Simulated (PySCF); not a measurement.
Job file and geometry (Å, from PBE0-D3(BJ)/def2-TZVP) of an NMR shielding run on SMILES [C](F)F, CF2, GIAO PBE0/pcSseg-2 NMR shielding, non-relativistic, gas phase (PySCF 2.14.0, density-fitted response routines); density fitting, a coarse starting grid and PySCF grid level 2 are the driver's defaults:

```
$ OMP_NUM_THREADS=1 python probes_run.py task.json out

{"job": {"kind": "nmr", "xc": "PBE0", "basis": "pcSseg-2"}, "charge": 0, "multiplicity": 1}
F     -1.033824    -0.253472    -0.338703
C     -0.034815     0.458866     0.077631
F      1.016075    -0.233873    -0.232230
```

**Question.** Write the output of this run.

**Answer.** 
```
coarse grid: 3264 points
cycle   1  E = -237.5076394525  dE =  4.033e-01  |g| = 6.179e-01  |ddm| = 1.228e+00
cycle   2  E = -237.4168711945  dE =  9.077e-02  |g| = 9.945e-01  |ddm| = 5.619e-01
cycle   3  E = -237.5684179459  dE = -1.515e-01  |g| = 5.922e-02  |ddm| = 3.538e-01
cycle   4  E = -237.5689104137  dE = -4.925e-04  |g| = 1.125e-02  |ddm| = 3.030e-02
cycle   5  E = -237.5689289951  dE = -1.858e-05  |g| = 2.137e-03  |ddm| = 8.467e-03
cycle   6  E = -237.5689300280  dE = -1.033e-06  |g| = 5.980e-04  |ddm| = 2.293e-03
final grid: 34416 points
cycle   7  E = -237.5666381378  dE = -3.761e-05  |g| = 2.864e-03  |ddm| = 1.304e-02
cycle   8  E = -237.5666365732  dE =  1.565e-06  |g| = 4.379e-03  |ddm| = 3.054e-03
cycle   9  E = -237.5666396042  dE = -3.031e-06  |g| = 3.326e-04  |ddm| = 1.659e-03
cycle  10  E = -237.5666396192  dE = -1.501e-08  |g| = 1.447e-04  |ddm| = 2.956e-04
cycle  11  E = -237.5666396216  dE = -2.358e-09  |g| = 8.632e-05  |ddm| = 8.182e-05
cycle  12  E = -237.5666396226  dE = -1.073e-09  |g| = 2.667e-06  |ddm| = 3.001e-05
cycle  13  E = -237.5666396226  dE = -1.023e-12  |g| = 4.662e-07  |ddm| = 2.317e-06
converged SCF energy = -237.5666396226

GIAO shielding tensors (ppm)
atom      isotropic    diamagn.    paramagn.     s11        s22        s33       span
  0 F      -70.995     470.196    -541.191   -542.188     86.669    242.534    784.722
  1 C     -140.497     245.158    -385.655   -462.277     14.141     26.644    488.921
  2 F      -71.099     470.242    -541.341   -542.635     87.097    242.241    784.876
```

**Question.** Turn these shieldings into chemical shifts. Chemical shifts δ = σref − σ; CFCl3 for ¹⁹F (174.31 ppm); ¹³C (186.03 ppm) against TMS, all at this level.

**Answer.** Averaging equivalent atoms: F 0/2: 245.4; C 1: 326.5 ppm. Unscaled 19F shifts against computed CFCl3 carry errors that often reach 10 to 50 ppm.

Size and cost of the density-fitted run: 108 basis functions, 2.8 s wall time on 1 thread of an Arm Neoverse V1, shared host; peak memory 0.36 GiB.
